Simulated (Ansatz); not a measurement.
`C1NCS1` and `C1NCO1` differ in one element.

Ansatz, PBE0-D4/def2-TZVP geometries, multiplicity 1. 

```json
{"property": "ideal-gas entropy at 298 K and 1 bar (rigid rotor, harmonic PBE0-D4/def2-TZVP) / J/(mol·K)", "`C1NCS1`": "284"}
{"property": "HOMO–LUMO gap (ωB97M-V/def2-TZVPP) / eV", "`C1NCS1`": "10.49"}
{"property": "HOMO energy (PBE0/def2-TZVPP) / eV", "`C1NCS1`": "-6.27"}
{"property": "HOMO–LUMO gap (PBE/def2-TZVPP) / eV", "`C1NCS1`": "3.90"}
{"property": "LUMO energy (B3LYP/def2-TZVPP) / eV", "`C1NCS1`": "-0.33"}
{"property": "size of the dipole moment (ωB97M-V/def2-TZVPP) / D", "`C1NCS1`": "1.95"}
```

Give the same properties after the change, and the shifts. (Estimate.)

Ansatz gave: 
```tsv
property	`C1NCO1`	shift
ideal-gas entropy at 298 K and 1 bar (rigid rotor, harmonic PBE0-D4/def2-TZVP) / J/(mol·K)	274	-10
HOMO–LUMO gap (ωB97M-V/def2-TZVPP) / eV	11.57	1.08
HOMO energy (PBE0/def2-TZVPP) / eV	-6.71	-0.44
HOMO–LUMO gap (PBE/def2-TZVPP) / eV	5.36	1.46
LUMO energy (B3LYP/def2-TZVPP) / eV	0.66	0.99
size of the dipole moment (ωB97M-V/def2-TZVPP) / D	1.77	-0.18
```

With PBE0 the HOMO falls by 0.44 eV and the LUMO rises by 1.08 eV, so the gap widens by about 1.52 eV. PBE moves the HOMO by -0.24 eV and ωB97M-V by -0.57 eV. Dipoles are sizes alone; their direction can turn.

B3LYP here is the variant with VWN-RPA as its local correlation; programs differ in this.
